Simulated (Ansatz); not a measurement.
`NC(O)(O)F` and `OC(O)(F)CF` differ in one atom or group.

Ansatz, PBE0-D4/def2-TZVP geometries, multiplicity 1. Each molecule was computed in one conformer, which needn't be the lowest.

```
                                          property  `NC(O)(O)F`
size of the dipole moment (ωB97M-V/def2-TZVPP) / D         1.05
             HOMO energy (ωB97M-V/def2-TZVPP) / eV       -10.75
  size of the dipole moment (B3LYP/def2-TZVPP) / D         1.07
               HOMO–LUMO gap (PBE/def2-TZVPP) / eV         6.71
               LUMO energy (B3LYP/def2-TZVPP) / eV         0.52
           HOMO–LUMO gap (ωB97M-V/def2-TZVPP) / eV        13.06
```

(1) What does the change do to each property? (Best estimate.)

## Answers

(1) The calculation gave: 
```json
{"property": "size of the dipole moment (ωB97M-V/def2-TZVPP) / D", "`OC(O)(F)CF`": "1.01", "shift": "-0.04"}
{"property": "HOMO energy (ωB97M-V/def2-TZVPP) / eV", "`OC(O)(F)CF`": "-11.82", "shift": "-1.07"}
{"property": "size of the dipole moment (B3LYP/def2-TZVPP) / D", "`OC(O)(F)CF`": "1.02", "shift": "-0.05"}
{"property": "HOMO–LUMO gap (PBE/def2-TZVPP) / eV", "`OC(O)(F)CF`": "7.76", "shift": "1.05"}
{"property": "LUMO energy (B3LYP/def2-TZVPP) / eV", "`OC(O)(F)CF`": "0.71", "shift": "0.19"}
{"property": "HOMO–LUMO gap (ωB97M-V/def2-TZVPP) / eV", "`OC(O)(F)CF`": "14.38", "shift": "1.32"}
```

With PBE0 the HOMO falls by 1.07 eV and the LUMO rises by 0.20 eV, so the gap widens by about 1.27 eV. PBE moves the HOMO by -0.90 eV and ωB97M-V by -1.07 eV. The zero-point energy changes by 9.1 kJ/mol with +3 modes. Dipoles are sizes alone; their direction can turn.

B3LYP here is the variant with VWN-RPA as its local correlation; programs differ in this.
